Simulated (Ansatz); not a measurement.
Basis-set extrapolation for C2H4S, SMILES `C=CS` (PBE0-D4/def2-TZVP geometry, frozen core, the Gaussian-basis code of Ansatz). Multiplicity 1, RHF reference.

|  | def2-TZVPP | def2-QZVPP |
| --- | --- | --- |
| HF | -475.608488 | -475.623515 |
| MP2 correlation | -0.505255 | -0.541856 |
| CCSD(T) correlation | -0.566115 | -0.599257 |

Energies in hartree. Use E(X) = E(∞) + A·exp(−7.88·√X) for Hartree–Fock and E(X) = E(∞) + B·X^(−2.97) for correlation, with X = 3 and 4.

What is the CCSD(T) energy at the basis-set limit?

HF limit: -475.623515 + (-0.015027) × 0.13774 = -475.62558. Correlation limit: -0.599257 + (-0.033142) × 0.74074 = -0.62381. Total: -476.24939 hartree, 196.4 kJ/mol below CCSD(T)/def2-TZVPP.
